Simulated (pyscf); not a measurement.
Optimised with ωB97X-D3(BJ)/def2-SVP in PySCF.

For the elementary gas-phase step O=Ta(OH)(OH)–Cl → O=Ta(=O)–Cl + H₂O (singlet surface; H–O, O–Ta broken, H–O formed), what barrier and reaction energy does ωB97M-D3(BJ)/def2-TZVP give, measured from the reactant's lowest minimum found?

ΔE‡ = 56.1 kcal/mol, ΔE = +86.6 kcal/mol. Zero-point energy shifts the barrier by -1.7 kcal/mol. It is an elimination, with an imaginary mode of 1471i cm⁻¹. On the product side the descent ends in an adduct with a O–Ta contact, 45.9 kcal/mol under the separated species and 12.7 kcal/mol under the saddle at ωB97X-D3(BJ)/def2-TZVP. At ωB97M-D3(BJ) the saddle lies under the separated products, which points to a path from their complex (located at ωB97X-D3(BJ) alone), and parting the products costs more than the saddle. What is counted as broken (O–Ta) persists as a longer contact in the product adduct; parting that adduct is a step of its own. At the saddle there is also a short H–Ta contact that neither side keeps. One saddle was located; it need not be the lowest between these sides. Elements past Kr carry the def2 core potentials, without spin-orbit coupling.
